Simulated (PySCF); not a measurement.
C₅H₇S (doublet state).
Cartesian coordinates in Å at the GFN2-xTB level; atoms count from 1:
```xyz
13
C5H7S angstrom
C      2.2675    0.2361    0.5945
C      1.0543    0.0158    0.2530
C     -0.2807   -0.1412    1.0173
C     -0.9561   -0.4850   -0.3128
S     -2.3996    0.5200   -0.7770
C      0.3508   -0.2144   -1.0713
H      2.8869    0.4018    1.4400
H     -0.2801   -0.9295    1.7673
H     -0.6141    0.7907    1.4716
H     -1.3077   -1.5135   -0.3813
H     -1.7877    1.6986   -0.6630
H      0.3273    0.6725   -1.7041
H      0.7347   -1.0515   -1.6519
```

The hyperfine couplings belong to this conformer and change with its torsions.

Identity: `[CH]=C1CC(S)C1` [radical].

Method: UKS B3LYP, pcH-1 on C H S, non-relativistic, mean-field spin-orbit, GIAO (PySCF). Isolated species at its GFN2-xTB geometry (one conformer only). The geometry wasn't refined by DFT: couplings that depend on bond lengths, twists or pyramidal angles can differ widely from those at the functional's own minimum. The SCF solution wasn't tested for stability.

Principal values of hyperfine tensors in MHz (contact, dipolar and spin–orbit terms together), for some of the nuclei:

| atom | isotope | A1 | A2 | A3 |
| --- | --- | --- | --- | --- |
| C3 | 13C | 75.28 | 75.43 | 108.28 |
| C6 | 13C | 59.79 | 60.49 | 78.14 |
| C2 | 13C | -42.08 | -23.33 | -6.65 |
| H7 | 1H | -12.40 | 13.82 | 57.68 |
| H9 | 1H | -19.13 | -14.67 | -6.72 |
| H8 | 1H | -19.28 | -14.76 | -6.22 |
| H12 | 1H | -14.41 | -12.04 | -4.98 |
| H13 | 1H | -14.73 | -12.09 | -4.53 |

Question: Split each tensor into its isotropic and traceless parts, and turn a_iso into mT with g = 2.0022.

Answer: a_iso = (A1 + A2 + A3)/3, Ti = Ai − a_iso; 1 mT corresponds to 28.024 MHz. The tensors hold a spin–orbit part: the run splits a_iso into a_FC + a_SO, and T includes its anisotropic share.

```json
{"atom": "C3", "a_iso (MHz)": "86.33", "a_FC": "86.35", "a_SO": "-0.02", "a_iso (mT)": "3.081", "T1": "-11.05", "T2": "-10.91", "T3": "21.95"}
{"atom": "C6", "a_iso (MHz)": "66.14", "a_FC": "66.16", "a_SO": "-0.02", "a_iso (mT)": "2.360", "T1": "-6.35", "T2": "-5.65", "T3": "12.00"}
{"atom": "C2", "a_iso (MHz)": "-24.02", "a_FC": "-24.02", "a_SO": "0.00", "a_iso (mT)": "-0.857", "T1": "-18.06", "T2": "0.69", "T3": "17.37"}
{"atom": "H7", "a_iso (MHz)": "19.70", "a_FC": "19.70", "a_SO": "0.00", "a_iso (mT)": "0.703", "T1": "-32.10", "T2": "-5.88", "T3": "37.98"}
{"atom": "H9", "a_iso (MHz)": "-13.50", "a_FC": "-13.51", "a_SO": "0.00", "a_iso (mT)": "-0.482", "T1": "-5.62", "T2": "-1.16", "T3": "6.79"}
{"atom": "H8", "a_iso (MHz)": "-13.42", "a_FC": "-13.42", "a_SO": "0.00", "a_iso (mT)": "-0.479", "T1": "-5.86", "T2": "-1.34", "T3": "7.20"}
{"atom": "H12", "a_iso (MHz)": "-10.48", "a_FC": "-10.48", "a_SO": "0.00", "a_iso (mT)": "-0.374", "T1": "-3.93", "T2": "-1.56", "T3": "5.49"}
{"atom": "H13", "a_iso (MHz)": "-10.45", "a_FC": "-10.45", "a_SO": "0.00", "a_iso (mT)": "-0.373", "T1": "-4.28", "T2": "-1.64", "T3": "5.92"}
```

Question: What spin density at the nucleus of H13 lies behind its contact coupling (g_N = 5.58569)?

Answer: a_FC = 800.24 MHz bohr³ × g_N × ρ(0)/(2S). With a_FC = -10.45 MHz and 2S = 1, ρ(0) = -0.002338 bohr⁻³. In magnitude that is 0.7 % of the 1/π = 0.318 of a free hydrogen atom.

Question: C1 (13C, g_N = 1.40482) isn't in the table. Its spin density at the nucleus is 0.2344 bohr⁻³. What is its contact coupling?

Answer: By the same relation, a_FC = 263.5 MHz. The spin–orbit term adds -0.12 MHz. Its full tensor has the principal values 183.87, 205.37, 400.90 MHz.

Question: Name the largest traceless tensor T of the table and describe it.

Answer: H7: -32.1, -5.9, 38.0 MHz, rhombic: the two smaller values differ by 69 % of the largest.

Question: In a single crystal, with the field along each principal axis of the tensor of C2 in turn, what first-order splitting does this nucleus give (isotropic g, quadrupole terms neglected)?

Answer: 2 lines (I = 1/2), spaced by |A_i|/(g × 13.996): 1.50, 0.83, 0.24 mT along the axes of A1, A2 and A3.

Hardware: an Arm Neoverse V1 with one thread, no GPU, shared host with 32 logical CPUs at a one-minute load of 9.7. Cost: 45 s (grids of density and orbitals included), 0.84 GiB resident at most.
